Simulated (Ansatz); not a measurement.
Basis-set extrapolation for C6H12 (`C=C(C)CCC`) (PBE0-D4/def2-TZVP geometry, frozen core, the Gaussian-basis code of Ansatz). Multiplicity 1, RHF reference.

```
                      def2-TZVPP   def2-QZVPP
                 HF  -234.268255  -234.279239
    MP2 correlation    -1.032895    -1.096952
CCSD(T) correlation    -1.141395      not run
```

Energies in hartree. Use E(X) = E(∞) + A·exp(−7.88·√X) for Hartree–Fock and E(X) = E(∞) + B·X^(−2.97) for correlation, with X = 3 and 4, and add CCSD(T) minus MP2 of the smaller set to the MP2 limit.

Question: What is the CCSD(T) energy at the basis-set limit?

Answer: HF limit: -234.279239 + (-0.010984) × 0.13774 = -234.28075. MP2 limit: -1.096952 + (-0.064057) × 0.74074 = -1.14440. Higher-order term: -1.141395 − (-1.032895) = -0.10850. Total: -235.53365 hartree, 77.8 kcal/mol below CCSD(T)/def2-TZVPP.
